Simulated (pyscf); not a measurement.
Homolytic dissociation enthalpies at 298 K of Cl–Si, F–Ge, F–Si, F–Sn bonds in 7 gas-phase molecules, in kcal/mol. Optimised with ωB97X-D3(BJ)/def2-SVP in PySCF. Both columns use the same structures and thermal terms. Rows were drawn at random from the closed-shell molecules with such a bond whose radicals are computed, keep their shape and have no isomer in the data more than 5 kcal/mol lower.

```csv
row,molecule,radicals,r²SCAN/def2-TZVP,ωB97M-D3(BJ)/def2-TZVP
1,HO–SiH₂–O–SiH₂–Cl,HO–SiH₂–O–SiH₂• + Cl•,112.4,?
2,F–Sn(Cl)(Cl)–SeH,F• + Cl–Sn•(Cl)–SeH,104.1,105.5
3,H₃C–Si(CH₃)(CH₃)–F,H₃C–Si•(CH₃)–CH₃ + F•,155.9,159.9
4,HO–Ge(GeH₃)(GeH₃)–GeH₂–F,HO–Ge(GeH₂•)(GeH₃)–GeH₃ + F•,120.1,120.8
5,HO–Sn(OH)(OH)–F,HO–Sn•(OH)–OH + F•,108.6,110.5
6,F–Si(O–SiH₃)(O–SiH₃)–O–SiH₃,F• + H₃Si–O–Si•(O–SiH₃)–O–SiH₃,160.3,164.8
7,HO–Sn(F)(Cl)–Cl,HO–Sn•(Cl)–Cl + F•,105.5,106.9
```

Fit a line that carries the r²SCAN values to the last column and predict row 1.

In the 6 complete rows the last column lies 0.7 to 4.5 kcal/mol from r²SCAN (mean 2.3, median 1.7). Least squares gives y = -4.0 + 1.05·x with residuals of 0.6 kcal/mol (root mean square). For row 1: -4.0 + 1.05 × 112.4 = 114.0 kcal/mol. The computed value is 116.2 kcal/mol, 2.2 over the line. Left out: the spin-orbit lowering of Cl, F. Elements up to Kr have no core potential and no relativistic terms here. Elements past Kr carry the def2 core potentials, without spin-orbit coupling.
